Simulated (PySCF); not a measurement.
Atomic charges against the basis set

Compound: C₃H₅N₃.
Numbering: `[CH3:1][n:2]1[cH:3][n:4][n:5][cH:6]1` (hydrogens: H7, H8, H9 on C1; H10 on C3; H11 on C6)

PBE0 throughout (PySCF), one geometry, spherical d and f functions. Geometry: PBE0-D3(BJ)/def2-SVP; no solvent, vibrations or thermal averaging. Atoms taken as equivalent share a column and are averaged.

Mulliken charges (e):

```tsv
basis	functions	C1	N2	C3/C6	N4/N5	H7/H8/H9	H10/H11
STO-3G	35	-0.146	-0.191	+0.061	-0.178	+0.115	+0.113
6-31G	64	-0.314	-0.653	+0.251	-0.301	+0.208	+0.220
6-31G*	94	-0.401	-0.413	+0.173	-0.286	+0.212	+0.202
def2-SVP	109	+0.064	-0.312	+0.128	-0.165	+0.073	+0.051
6-311+G(2d,p)	192	-0.388	-0.015	+0.046	-0.233	+0.167	+0.138
def2-TZVP	216	-0.329	-0.004	-0.043	-0.167	+0.153	+0.146
```

IAO charges (e):

```csv
basis,functions,C1,N2,C3/C6,N4/N5,H7/H8/H9,H10/H11
STO-3G,35,-0.312,-0.069,-0.042,-0.157,+0.158,+0.153
6-31G,64,-0.337,-0.088,-0.017,-0.208,+0.172,+0.180
6-31G*,94,-0.314,-0.097,+0.014,-0.217,+0.162,+0.165
def2-SVP,109,-0.303,-0.091,+0.012,-0.215,+0.158,+0.161
"6-311+G(2d,p)",192,-0.323,-0.094,+0.012,-0.225,+0.167,+0.172
def2-TZVP,216,-0.322,-0.095,+0.013,-0.224,+0.166,+0.171
```

Hirshfeld charges (e):

| basis | functions | C1 | N2 | C3/C6 | N4/N5 | H7/H8/H9 | H10/H11 |
| --- | --- | --- | --- | --- | --- | --- | --- |
| STO-3G | 35 | +0.044 | -0.031 | +0.043 | -0.158 | +0.037 | +0.052 |
| 6-31G | 64 | -0.028 | -0.008 | +0.026 | -0.173 | +0.059 | +0.077 |
| 6-31G* | 94 | -0.030 | -0.007 | +0.030 | -0.170 | +0.057 | +0.073 |
| def2-SVP | 109 | -0.044 | +0.005 | +0.028 | -0.164 | +0.059 | +0.067 |
| 6-311+G(2d,p) | 192 | -0.040 | -0.026 | +0.031 | -0.168 | +0.063 | +0.075 |
| def2-TZVP | 216 | -0.045 | -0.018 | +0.030 | -0.166 | +0.062 | +0.073 |

ESP-fitted charges (e):

```json
{"basis": "STO-3G", "functions": "35", "C1": "-0.685", "N2": "+0.228", "C3/C6": "+0.188", "N4/N5": "-0.322", "H7/H8/H9": "+0.211", "H10/H11": "+0.045"}
{"basis": "6-31G", "functions": "64", "C1": "-0.656", "N2": "+0.149", "C3/C6": "+0.224", "N4/N5": "-0.378", "H7/H8/H9": "+0.217", "H10/H11": "+0.082"}
{"basis": "6-31G*", "functions": "94", "C1": "-0.629", "N2": "+0.203", "C3/C6": "+0.110", "N4/N5": "-0.317", "H7/H8/H9": "+0.206", "H10/H11": "+0.112"}
{"basis": "def2-SVP", "functions": "109", "C1": "-0.594", "N2": "+0.214", "C3/C6": "+0.131", "N4/N5": "-0.327", "H7/H8/H9": "+0.195", "H10/H11": "+0.094"}
{"basis": "6-311+G(2d,p)", "functions": "192", "C1": "-0.689", "N2": "+0.309", "C3/C6": "+0.053", "N4/N5": "-0.312", "H7/H8/H9": "+0.215", "H10/H11": "+0.126"}
{"basis": "def2-TZVP", "functions": "216", "C1": "-0.680", "N2": "+0.300", "C3/C6": "+0.068", "N4/N5": "-0.312", "H7/H8/H9": "+0.212", "H10/H11": "+0.117"}
```

**Question.** Which scheme is steadiest as the basis changes?

**Answer.** Largest range over the bases for any column: IAO 0.07 e, Hirshfeld 0.09 e, ESP-fitted 0.17 e, Mulliken 0.65 e. IAO charges move least and Mulliken charges most, counted in e. Without the minimal STO-3G basis the ranges are IAO 0.03, Hirshfeld 0.03, ESP-fitted 0.17, Mulliken 0.65 e.

**Question.** How much do the charges still move between the two largest bases, 6-311+G(2d,p) and def2-TZVP?

**Answer.** At most, over all atoms: Mulliken 0.088 e, IAO 0.002 e, Hirshfeld 0.008 e, ESP-fitted 0.014 e.

**Question.** What do the same runs give for the total energy, the frontier levels and the dipole moment?

**Answer.** 
```tsv
basis	energy (Eh)	HOMO (eV)	LUMO (eV)	μ (D)
STO-3G	-277.6817	-4.54	3.08	5.67
6-31G	-281.1166	-6.88	0.42	6.68
6-31G*	-281.2265	-6.98	0.65	6.10
def2-SVP	-281.0246	-6.99	0.39	6.17
6-311+G(2d,p)	-281.3098	-7.36	-0.09	6.27
def2-TZVP	-281.3345	-7.27	0.20	6.16
```

The dipole is fixed by the density alone, so its range of 1.01 D shows that the density itself changes with the basis, not only its division among atoms.
